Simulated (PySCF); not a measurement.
CH6Si, SMILES C[SiH3].

The structure is a stationary point at PBE0-D3(BJ)/def2-TZVP. The isomer is the one that the SMILES or the coordinates give; other isomers of the formula were not compared.

Calculation: HF/def2-TZVPD run with PySCF.

```
Property                                                                                                        Value
---------------------------------------------------------------------------------------------  ----------------------
total energy                                                                                       -330.32011 hartree
point group                                                                                                       C3v
highest occupied level                                                                                      -12.42 eV
lowest empty level                                                                                            2.01 eV
orbital gap                                                                                                  14.43 eV
dipole moment                                                                                                  0.75 D
quadrupole, principal values (traceless, Buckingham form, about the centre of nuclear charge)   -0.41, 0.21, 0.21 D·Å
mean static polarisability                                                                       40.4 bohr³ (5.99 Å³)
polarisability, principal values                                                               38.6, 38.6, 44.1 bohr³
```
